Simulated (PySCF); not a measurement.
## Level of theory and bond dissociation enthalpies: methylenimine

Structure: `C=N` (CH3N). Coordinates in Å; atoms count from 1 in this order:
```
C    -0.3811   -0.0284   -0.0115
N     0.7786   -0.5308   -0.0439
H    -1.2573   -0.6953   -0.0679
H    -0.6085    1.0517    0.0710
H     1.4883    0.2077    0.0174
```

All levels share the PBE0-D3(BJ)/def2-SVP structures and the PBE0-D3(BJ)/def2-SVP thermal terms; only the single-point energies (PySCF) change. Values are bond dissociation enthalpies (298 K, kJ/mol).

```tsv
level	N2–H	C1–H	abs. error	time
HF/jun-cc-pV(T+d)Z	236	325	131.9	1.4 s
PBE0-D3(BJ)/def2-TZVP	351	402	17.2	–
CCSD(T)/jun-cc-pV(T+d)Z	362	417	5.4	3.8 min
MP2/jun-cc-pV(T+d)Z	400	427	31.7	6.6 s
ATcT 1.112	368	n/a
```

Times are wall times for all single points of a level on 1 thread of Arm Neoverse V2, a shared host; the dash marks the run that also made the structures.

Hartree-Fock leaves out electron correlation, so its bond energies come out too low, often by 100 kJ/mol or more.

The widest spread is that of N2–H: 164 kJ/mol, from 236 to 400.
